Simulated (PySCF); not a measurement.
Gas-phase reaction: SiHF₃ + 2 SiH₂ + H ⇌ 3 SiH₂F

Method: PySCF energies plus ideal-gas RRHO corrections (1 bar). † marks an energy on the PBE0/def2-TZVP geometry and frequencies; other levels use their own. MP2 and CCSD(T) freeze the core. 6-31G* has spherical d functions here. Open shells (unrestricted): H (multiplicity 2), SiH₂F (multiplicity 2); the rest are closed-shell singlets. B3LYP is the form with VWN-RPA correlation. SiH₂F: computed as isolated molecules; such fragments, hydroxides, amides, oligomers or adducts are transient or little studied in the gas. MP2 isn't extrapolated to the basis-set limit; its ΔH°(298 K) is -109.1 kJ in def2-SVP and -116.3 kJ in def2-TZVPP. CCSD(T) isn't extrapolated to the basis-set limit; its ΔH°(298 K) is -86.0 kJ in def2-SVP and -93.0 kJ in def2-TZVPP. The harmonic model lacks anharmonicity and excited electronic states, which grow with temperature; levels with a mode under 35 cm⁻¹ are left out.

| level | ΔE electronic, kJ | ΔH°(298 K), kJ | ΔS°(298 K), J/K | ΔG°(1000 K), kJ |
|---|---|---|---|---|
| B3LYP/6-31G* | -129 | -107 | -58 | -41 |
| BLYP/def2-TZVP† | -147 | -126 | -58 | -60 |
| CCSD(T)/def2-SVP† | -108 | -86 | -58 | -21 |
| CCSD(T)/def2-TZVPP† | -115 | -93 | -58 | -28 |
| MP2/def2-SVP† | -131 | -109 | -58 | -44 |
| MP2/def2-TZVPP† | -138 | -116 | -58 | -51 |
| PBE/def2-SVP | -159 | -138 | -59 | -72 |
| PBE0/def2-TZVP | -168 | -146 | -58 | -80 |
| LDA/def2-TZVP† | -167 | -145 | -58 | -79 |
| ωB97M-V/def2-TZVP† | -104 | -83 | -58 | -17 |
| ωB97X-V/def2-TZVP† | -140 | -118 | -58 | -53 |
ΔH° is lowest at PBE0/def2-TZVP and highest at ωB97M-V/def2-TZVP†. No reference value is set beside these.
